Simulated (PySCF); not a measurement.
# Electronic absorption of C4H12P2

Compound: C₄H₁₂P₂.
InChI=1S/C4H12P2/c1-5-4-6(2)3/h5H,4H2,1-3H3

Computed with TDDFT CAM-B3LYP/def2-SVPD, vertical, gas phase, core orbitals frozen in the response in PySCF. One conformer (not necessarily the lowest) at the GFN2-xTB geometry, without solvent, vibrations or thermal averaging. Torsions of this conformer, `[CH3:1][PH:2][CH2:3][P:4]([CH3:5])[CH3:6]`: C1–P2–C3–P4 -163°, P2–C3–P4–C5 -172°.

**Question.** List the vertical singlet excitations with oscillator strengths and describe the spectrum.

**Answer.** 

```
state  E (eV)  λ (nm)      f  |μ| (D)     main configurations (H = HOMO, L = LUMO)
   S1    6.27   197.7  0.058     1.57                                  H-1→L (77%)
   S2    6.35   195.1  0.054     1.50                       H→L (61%), H→L+2 (17%)
   S3    6.55   189.3  0.060     1.56                                  H→L+1 (78%)
   S4    6.62   187.3  0.017     0.83      H→L+3 (34%), H→L+2 (30%), H-1→L+1 (12%)
   S5    6.75   183.7  0.159     2.49  H-1→L+3 (27%), H-1→L+1 (18%), H-1→L+2 (16%)
   S6    7.15   173.5  0.077     1.69      H-1→L+2 (25%), H→L+3 (22%), H→L+2 (20%)
   S7    7.17   172.9  0.013     0.69        H-1→L+2 (30%), H→L+3 (13%), H→L (11%)
   S8    7.45   166.4  0.147     2.28                      H→L+4 (62%), H→L+5 (8%)
```

Triplets (Tamm–Dancoff): T1 5.30 eV, H-1→L (50%), H-1→L+4 (11%), H→L (10%); T2 5.41 eV, H→L+2 (51%), H→L (11%); T3 5.47 eV, H→L+3 (39%), H→L+6 (12%), H→L (12%).

The lowest singlet lies at 6.27 eV (198 nm, vacuum ultraviolet) and is of moderate strength; its leading configuration is HOMO-1→LUMO (77%). The strongest level in the table is S5 at 6.75 eV (184 nm, f = 0.159). Löwdin shares by element: HOMO phosphorus 59% or more, carbon 29% or more; LUMO carbon 30% or more, phosphorus 18% or more, hydrogen 8% or more (atoms not listed hold the other 44%). Of the 8 states listed, 8 reach f = 0.01 and none stays under 0.0005. Orbital energies (eV): HOMO-3 -10.55, HOMO-2 -9.86, HOMO-1 -8.17, HOMO -7.85, LUMO 1.20, LUMO+1 1.46, LUMO+2 1.80. Weighted by f, the mean energy of these states is 6.88 eV. No computed singlet lies in the visible range (380 to 750 nm); the lowest, at 198 nm, stands 3.01 eV above its violet end (3.26 eV). Singlets were solved by full linear response, triplets in the Tamm–Dancoff approximation.
